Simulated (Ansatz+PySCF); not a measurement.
The numbers below are computed, except where a source is named.
This PySCF input gave a total energy of -38.22705 hartree.

```python
from pyscf import gto, scf

mol = gto.M(atom="""
C 0.000000 0.000000 -0.148550
H 0.000000 0.000000 0.891280
""", basis='def2-svp', charge=0, spin=1)
mf = scf.ROHF(mol)
mf.init_guess = 'huckel'
mf.kernel()
while True:  # follow internal instabilities
    mo, _, stable, _ = mf.stability(return_status=True)
    if stable: break
    mf.kernel(mf.make_rdm1(mo, mf.mo_occ))
print(mf.converged, mf.e_tot, mf.spin_square()[0])
```

**Question.** Write an input for Ansatz with the same method and basis set.

**Answer.**

```yaml
crystal:
  periodic: [false, false, false]
  atoms:
    - { symbol: C, position_ang: [0.0, 0.0, -0.14855] }
    - { symbol: H, position_ang: [0.0, 0.0, 0.89128] }
basis:
  gaussian: { orbitals: def2-SVP }
magnetization:
  initial_magnetization: 1
hamiltonian:
  xc: hf
```

Ansatz (development build ahead of 0.2.0) gave -38.22705 hartree, 0.00 meV from the first.
